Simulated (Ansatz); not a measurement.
Isolated molecules relaxed with PBE0-D4/def2-TZVP in Ansatz; ΔE leaves out vibrations. CBS: MP2 limit from def2 TZ/QZ plus the TZ coupled-cluster correction, frozen cores. This one scheme is used for every species. Functionals use def2-TZVPP.

Reaction (formal exchange of groups at a C–F bond): `FC1=CCCC1` + CH₄ → `CC1=CCCC1` + H–F

| level | ΔE (kJ/mol) |
| --- | --- |
| B97M-V | -19.8 |
| r2SCANh-D4 | -25.3 |
| B2PLYP | -27.6 |
| r2SCAN | -21.0 |
| RPA@PBE/def2-TZVPP | -32.6 |
| HF/def2-SVP | -14.3 |
| MP2/def2-SVP | -35.2 |
| MP2/CBS(def2) | -53.2 |

Task: What does CCSD(T)/CBS give? (An estimate is asked.)

Result: Ansatz gave: -42.3 kJ/mol. The listed levels differ from it by 22.5, 17.0, 14.7, 21.3, 9.7, 28.0, 7.1, -10.9 kJ/mol.

Largest T1 diagnostic among the species: 0.011.

From BLYP to BHLYP (50 % exact exchange), in def2-TZVPP and without D4, ΔE moves by −10.2 kJ/mol. At CCSD(T), def2-SVP lies +15.5 kJ/mol from the extrapolated value and def2-TZVPP +4.6 kJ/mol. Leaving LDA and LC-ωPBE aside and taking each functional with its dispersion term where it has one, the values, not all of them listed here, spread over 17.6 kJ/mol, from PBE-QIDH to B97M-V. LDA lies −4.8 kJ/mol from PBE without D4.
